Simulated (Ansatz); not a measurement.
C3H4O (charge -1), SMILES C=C[CH][O-], a ladder of methods at one geometry

Program: Ansatz 0.2.0 through its Python package.

Contents of `c3h4o.xyz`:
```text
8

C     1.12230   -0.07270   -0.04810
C    -0.04490   -0.23640    0.57990
C    -1.34700    0.05470   -0.09890
O    -1.44120    1.41470   -0.39650
H     1.15960    0.28480   -1.07280
H     2.05140   -0.29850    0.46510
H    -0.05740   -0.60360    1.60110
H    -1.44270   -0.54320   -1.02990
```

Notebook, run cell by cell (the value of a cell's last expression is shown):

```python
from pathlib import Path

import ansatz as az
import numpy as np
```

```python
molecule = az.Crystal.molecule_from_extxyz("c3h4o.xyz")
```

```python
model = (
    molecule.calculation()
    .basis(gaussian="cc-pVDZ")
    .charge(-1)
    .spin("collinear", total=1)
)
```

```python
print("functional    E (Ha)        dipole (D)   HOMO (eV)  LUMO (eV)")
for name in ["hse06", "lc_wpbe", "lda", "revpbe"]:
    rep = model.functional(name).forces().orbitals().run(threads=1, pin="off", runs_dir="runs").report
    lines = Path(rep["orbitals_path"]).read_text().splitlines()
    field_of = lambda key: [line.split("=")[1].strip() for line in lines if line.startswith(key)]
    orbitals = [(27.211386 * float(e), s, float(n)) for e, s, n in zip(field_of("Ene="), field_of("Spin="), field_of("Occup="))]
    homo = max(e for e, _, n in orbitals if n > 0.5)
    lumo = min(e for e, _, n in orbitals if n < 0.5)
    dipole = 4.803205 * np.linalg.norm(rep["charge_distribution"]["dipole_moment_e_ang"])
    print(f"{name:10s} {rep['free_energy_ev'] / 27.211386246:14.6f} {dipole:9.3f} {homo:11.3f} {lumo:10.3f}")
```

    functional    E (Ha)        dipole (D)   HOMO (eV)  LUMO (eV)
    hse06         -191.609712     3.944       2.632      5.254
    lc_wpbe       -191.711316     4.255      -0.494      8.015
    lda           -190.197982     3.509       3.728      4.432
    revpbe        -191.792352     3.494       3.788      4.757

What to keep in mind:
- Total energies depend on the basis set; only differences at equal settings carry meaning.
- The geometry is a force-field or estimated start, not a minimum of this method, and the basis set is short of its limit. A lower total doesn't mark the better method: functionals have no common bound, and MP2 and coupled cluster aren't variational.
- The run takes the species as open-shell (spin multiplicity 2), which needn't be its ground state.
- An ion's dipole depends on the origin; the program takes it about the centre of nuclear charge.
- Levels such as HOMO and LUMO are orbital energies: with these approximate functionals they aren't the ionisation energy and electron affinity, and their gap isn't the fundamental gap.
- hse06 follows the composition of plane-wave codes, whose totals differ by tens of mHa, up to about 0.1 Ha, from the form usual in Gaussian-basis programs (wpbeh).
- Anions want diffuse functions, which this basis lacks.
- Hardware and time: 12 s on 1 thread of Arm Neoverse V2, on a shared host, peak memory 0.25 GiB.
